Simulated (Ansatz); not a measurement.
# Rock-salt HfN

Level of theory: HSE06 in Ansatz (PAW).

Run with plane-wave cutoff 500 eV, 10×10×10 k mesh, Fermi–Dirac smearing 0.05 eV, scalar-relativistic PAW data made under PBE.

Cell: relaxed at this level.

volume per atom: 11.55 Å³/atom
equilibrium lattice constant a: 4.521 Å

Measured, for comparison: equilibrium volume per atom 11.57 Å³/atom, lattice constant a 4.524 Å (room temperature, no zero-point or thermal correction; as tabulated in Seo, Lee, Wen, Petrov, Greene, Gall, J. Appl. Phys. 96, 878 (2004)). Computed (rounded) less measured: equilibrium volume per atom -0.2 %, lattice constant a -0.1 %.

Note: exact exchange on metals is sensitive to the k mesh and can open a false gap; the run warned that the count of filled bands differs between k points.

Spin–orbit coupling is not included.

Computed values are for the static lattice.

Ansatz is a quantum-chemistry and plane-wave program.
